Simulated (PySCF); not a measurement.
# Simulated absorption spectrum

Nitrogen trifluoride, NF₃.
Numbering: `[F:1][N:2]([F:3])[F:4]`

Level of theory: TDDFT B3LYP/def2-SVPD, vertical, gas phase, core orbitals frozen in the response in PySCF. Geometry: PBE0-D3(BJ)/def2-SVP; no solvent, vibrations or thermal averaging.

Computed states:

```tsv
state	E (eV)	f
S1	8.51	0.011
S2	8.92	0.050
S3	8.93	0.050
S4	10.82	0.0001
S5	10.87	0.0042
S6	10.88	0.0041
```

Broadening: Gaussians 0.4 eV wide at half height, area fixed by f = 4.319×10⁻⁹ ∫ε dν̃. The width is an assumption, not a result. The curve ends short of the highest state used, and states not computed would add to its high-energy end.

(1) Give the broadened spectrum and its maxima.

(2) Coming from long wavelengths, where does ε first pass 100 L mol⁻¹ cm⁻¹?

## Answers

(1) 
```
E (eV)  ε (L mol⁻¹ cm⁻¹)
  7.91                 1
  7.95                 3
  8.00                 8
  8.04                15
  8.08                29
  8.13                59
  8.17                97
  8.21               152
  8.26               247
  8.30               344
  8.34               457
  8.38               582
  8.43               753
  8.47               906
  8.51              1090
  8.56              1405
  8.60              1768
  8.64              2265
  8.69              3098
  8.73              3910
  8.77              4785
  8.82              5813
  8.86              6441
  8.90              6783
  8.94              6775
  8.99              6270
  9.03              5543
  9.07              4637
  9.12              3433
  9.16              2536
  9.20              1773
  9.25              1048
  9.29               647
  9.33               378
  9.37               209
  9.42                92
  9.46                45
  9.50                21
  9.55                 7
  9.59                 3
  9.63                 1
  9.68                 0
  9.72                 0
  9.76                 0
  9.80                 0
  9.85                 0
  9.89                 0
  9.93                 0
  9.98                 0
 10.02                 0
 10.06                 0
 10.11                 0
 10.15                 0
 10.19                 0
 10.23                 0
 10.28                 1
```

Maxima: 139 nm (8.92 eV), ε about 6800, made up of S2 (50%) and S3 (50%) (ε in L mol⁻¹ cm⁻¹; maxima over ε = 5, shares over 10%). At its high-energy end, 10.28 eV, the curve is still rising (ε about 1.3, from S5 and S6).

(2) At about 152 nm (8.17 eV), 0.34 eV below S1.

Time: 3.7 s of wall time; peak memory 0.38 GiB. Hardware: one thread of an Arm Neoverse V1, on a shared host.
